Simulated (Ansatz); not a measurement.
**Re: from a trial structure to a relaxed crystal**

All numbers below come from DFT r2SCAN, scalar-relativistic, plane waves, PAW (Ansatz 0.2.0). Cutoff 500 eV, Γ-centred k mesh, Gaussian smearing, no spin polarisation in the final step.

The start puts Re on the alpha-boron structure type (R-3m, No. 166), at a guessed volume.

```
Re
1.0
     3.17546    1.83335    5.41544
    -3.17546    1.83335    5.41544
     0.00000   -3.66671    5.41544
Re
12
Direct
  0.01019 0.65361 0.01019
  0.01019 0.01019 0.65361
  0.65361 0.01019 0.01019
  0.98981 0.34639 0.98981
  0.34639 0.98981 0.98981
  0.98981 0.98981 0.34639
  0.22118 0.63060 0.22118
  0.22118 0.22118 0.63060
  0.63060 0.22118 0.22118
  0.77882 0.36940 0.77882
  0.36940 0.77882 0.77882
  0.77882 0.77882 0.36940
```

Cell and atoms relax at zero pressure; the relaxation can't lower the symmetry of the start. After a coarse first stage the cell is made exact in the group found at 0.06 Å.

Energies count from the standard state of Re at the same level.

What does it relax into?

It keeps R-3m (No. 166). The result has the alpha-boron structure. Conventional cell: a = 6.576 Å, c = 19.631 Å. Around Re on Wyckoff site h (6 atoms of the primitive cell) lie 5 Re at 2.49–2.58 Å and 1 Re at 2.77 Å; Re on Wyckoff site h (6 atoms of the primitive cell) is coordinated by 6 Re at 2.52–2.58 Å and 1 Re at 2.77 Å.

Space group R-3m:H (No. 166). a = 6.576 Å, b = 6.576 Å, c = 19.631 Å, α = 90.00°, β = 90.00°, γ = 120.00°
| atom | site | symmetry | x | y | z |
| --- | --- | --- | --- | --- | --- |
| Re | 18h | .m | 0.1264 | 0.8736 | 0.8934 |
| Re | 18h | .m | 0.5387 | 0.4613 | 0.6933 |

What are its volume, energy, density and gap?

The volume per atom is 20.42 Å³. The density is 15.14 g/cm³ and the energy over the standard structure is 1.24 eV/atom. The gap on the 9×9×9 mesh is 0 eV (a metal).

The final run used a 9×9×9 mesh on its 12-atom cell and 0.10 eV smearing. The k mesh leaves about 4 meV/atom of noise in metals. Spin–orbit coupling is left out. Symmetry constrained the relaxation, so the result can be a saddle point. The steps took about 23 core-minutes in all.